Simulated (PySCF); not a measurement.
Gas-phase reaction: AlCH3 + 3 H + CCl = Al(CH3)2Cl

Computed with PySCF and rigid-rotor harmonic-oscillator thermochemistry at 1 bar. † marks an energy on the PBE0/def2-TZVP geometry and frequencies; other levels use their own. MP2 and CCSD(T) freeze the core. 6-31G* has spherical d functions here. Open shells (unrestricted): H (multiplicity 2), CCl (multiplicity 2); the rest are closed-shell singlets. Spin-orbit splitting is ignored; it lowers the true energy and changes the entropy of CCl. B3LYP is the form with VWN-RPA correlation. AlCH3, Al(CH3)2Cl: computed as isolated molecules; such fragments, hydroxides, amides, oligomers or adducts are transient or little studied in the gas. MP2 isn't extrapolated to the basis-set limit. CCSD(T) isn't extrapolated to the basis-set limit.

| level | ΔH°(298 K), kJ |
|---|---|
| B3LYP/6-31G* | ___ |
| B3LYP/def2-TZVP† | ___ |
| CCSD(T)/def2-SVP† | ___ |
| HF/6-31G* | ___ |
| MP2/def2-SVP† | -1492 |
| r2SCAN/def2-TZVP† | -1522 |
| LDA/def2-TZVP† | -1624 |
| ωB97M-V/def2-TZVP† | -1513 |

Problem. Some entries are withheld; supply them.

Solution. 
- B3LYP/6-31G*, ΔH°(298 K), kJ: -1498
- B3LYP/def2-TZVP†, ΔH°(298 K), kJ: -1489
- CCSD(T)/def2-SVP†, ΔH°(298 K), kJ: -1468
- HF/6-31G*, ΔH°(298 K), kJ: -1275
